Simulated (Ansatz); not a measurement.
Reaction (SMILES): Cl[Si]([SiH3])(Cl)Cl [trichloro(silyl)silane] + 4 [H][H] (H2) -> 3 Cl (HCl) + 2 [SiH4] (SiH4)

Wanted: energy of full hydrogenation (enthalpy at 298 K), in kcal/mol. Set-up: frozen cores in correlated levels; six Cartesian d functions in 6-31G* and its kin unless marked 5d; LANL2DZ with its own core potentials from Na on; spin-orbit terms left out; non-relativistic; no dispersion term unless named. CBS(X,Y): correlation extrapolated as X^-3; Hartree-Fock from the larger set. First-principles rows: single points at B3LYP-D3(BJ) geometries (Ansatz, an electronic-structure program), with unscaled harmonic terms from B3LYP/6-31G* (Ansatz) at its own minima.

Coupled cluster (Ansatz) is a level with limits of its own, used here on species with T1 under 0.025 (0.045 for open shells) and stable references: CCSD(T)/CBS(cc-pV(T+d)Z,cc-pV(Q+d)Z).

Value to compare with, CCSD(T)/CBS(cc-pV(T+d)Z,cc-pV(Q+d)Z) (Ansatz): 55.8 kcal/mol.

| level | program | energy of full hydrogenation (enthalpy at 298 K) (kcal/mol) | difference |
|---|---|---|---|
| HF/STO-3G | Ansatz | 76.3 | 20.5 |
| PBE/STO-3G | Ansatz | 85.7 | 29.9 |
| PBE/LANL2DZ | Ansatz | 32.9 | -22.9 |
| BLYP/6-31G* | Ansatz | 54.1 | -1.7 |
| B3LYP/6-31G* | Ansatz | 51.9 | -3.9 |
| B3LYP/cc-pVDZ | Ansatz | 37.3 | -18.5 |
| MP2/STO-3G | Ansatz | 80.2 | 24.4 |
| PBE/def2-TZVPD | Ansatz | 53.2 | -2.6 |
| r2SCAN-D4/def2-TZVPD | Ansatz + dftd4 | 59.8 | 4.0 |

Among the 7 habitual levels, PBE/STO-3G lies farthest from CCSD(T)/CBS(cc-pV(T+d)Z,cc-pV(Q+d)Z) (Ansatz) (29.9 kcal/mol) and BLYP/6-31G* nearest (-1.7); 3 of 7 lie above it, and their mean absolute difference is 17.4 kcal/mol, the median 20.5. One case shows no general order.

The levels are drawn from those run, B3LYP/6-31G* more often than the rest, none by its result; left out are runs that failed, that the program found above a lower state of the same kind, or whose <S^2> lies over 0.5 above the pure value.
